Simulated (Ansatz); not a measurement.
**BH4 (doublet): wave-function methods side by side at distance H1–H2 along a hydrogen transfer = 0.915 Å, cc-pVTZ**

Aim: climb from Hartree-Fock through coupled cluster and multireference methods for BH4 (doublet) at one geometry and basis, and see what each rung misses.

Computed with Ansatz 0.2.0, Gaussian basis. Level: cc-pVTZ, core rule «outside noble gas», up to 1 orbitals frozen.

The runs, in order: UHF; CCSD(T) on ROHF; CCSD(T) on UHF; BCCD(T) on ROHF; CCSDT(Q) on ROHF; CCSDT(Q) on UHF; CASSCF and MRCISD+Q, 3 electrons in 3 orbitals; CASSCF and NEVPT2, 3 electrons in 3 orbitals; CASSCF and MRCISD+Q, 7 electrons in 8 orbitals; CASSCF and MRCISD+Q(relaxed), 7 electrons in 8 orbitals; CASSCF and NEVPT2, 7 electrons in 8 orbitals.

## 1. The system

The geometry derives from fragments relaxed apart (PBE0/def2-TZVP) and kept rigid, so it is no stationary point. A hydrogen atom is moved between rigid fragments.

5 atoms, charge 0, spin multiplicity 2.

Atoms are counted from 1 here; the program's logs count them from 0.

Bond lengths: H2–B3 1.238 Å, B3–H4 1.191 Å, B3–H5 1.191 Å. Angles: H2–B3–H4 115.3°, H2–B3–H5 115.3°, H4–B3–H5 129.4°.

## 2. UHF

in.yaml

```yaml
crystal:
  periodic: [false, false, false]
  atoms:
    - {symbol: H, position_ang: [-1.991865, 0.000000, 0.000000]}
    - {symbol: H, position_ang: [-1.076865, 0.000000, 0.000000]}
    - {symbol: B, position_ang: [0.161135, 0.000000, 0.000000]}
    - {symbol: H, position_ang: [0.670208, 0.000000, 1.077008]}
    - {symbol: H, position_ang: [0.670209, 0.000000, -1.077008]}
basis:
  gaussian: {orbitals: cc-pVTZ}
magnetization: {spin_polarized: true, initial_magnetization: 1}
hamiltonian: {xc: hf}
output: {orbitals: {seedname: orbitals}}
```

The run is started by

```bash
$ ansatz run in.yaml --threads 1 --pin off --events-out ev --progress --plain --max-ram 2816MiB --backend cpu
```

Further steps of the session: CCSD(T) on ROHF; CCSD(T) on UHF; BCCD(T) on ROHF; CCSDT(Q) on ROHF; CCSDT(Q) on UHF; CASSCF and MRCISD+Q, 3 electrons in 3 orbitals; CASSCF and NEVPT2, 3 electrons in 3 orbitals; CASSCF and MRCISD+Q, 7 electrons in 8 orbitals; CASSCF and MRCISD+Q(relaxed), 7 electrons in 8 orbitals; CASSCF and NEVPT2, 7 electrons in 8 orbitals.

**Question.** What will the summary of the whole plan be? Wanted: UCCSDT(Q) below the RHF energy; RMP2 from UCCSDT(Q); UMP2 from UCCSDT(Q); RCCSD from UCCSDT(Q); RCCSD(T) from UCCSDT(Q); UCCSD(T) from UCCSDT(Q); RCCSDT(Q) from UCCSDT(Q); NEVPT2 pair from UCCSDT(Q); NEVPT2 valence from UCCSDT(Q).

The runs gave:

| quantity | value |
| --- | --- |
| UCCSDT(Q) below the RHF energy | -4.3354 eV |
| RMP2 from UCCSDT(Q) | +17.85 kcal/mol |
| UMP2 from UCCSDT(Q) | +18.21 kcal/mol |
| RCCSD from UCCSDT(Q) | +2.48 kcal/mol |
| RCCSD(T) from UCCSDT(Q) | +0.39 kcal/mol |
| UCCSD(T) from UCCSDT(Q) | +0.40 kcal/mol |
| RCCSDT(Q) from UCCSDT(Q) | 0.00 kcal/mol |
| NEVPT2 pair from UCCSDT(Q) | +18.57 kcal/mol |
| NEVPT2 valence from UCCSDT(Q) | +16.52 kcal/mol |
| MRCISD+Q valence from UCCSDT(Q) | +0.36 kcal/mol |
| levels within 1 kcal/mol (43 meV) | RCCSD(T), UCCSD(T), BCCD(T), RCCSDT, UCCSDT, RCCSDT(Q), MRCISD+Q valence, MRCISD+Q(relaxed) valence |
| T1 diagnostic | 0.020 |
| effectively unpaired electrons | 1.01 |

**Reading.** RCCSD(T) lands +0.39 kcal/mol from the yardstick (0.4 % of the correlation energy). One determinant dominates. Of the multireference levels listed MRCISD+Q valence comes nearest in total energy (+0.36 kcal/mol), which doesn't show that its space is the better one. These misses are within one basis, not against nature; the frozen cores of restricted and unrestricted runs differ, which can shift their rows.
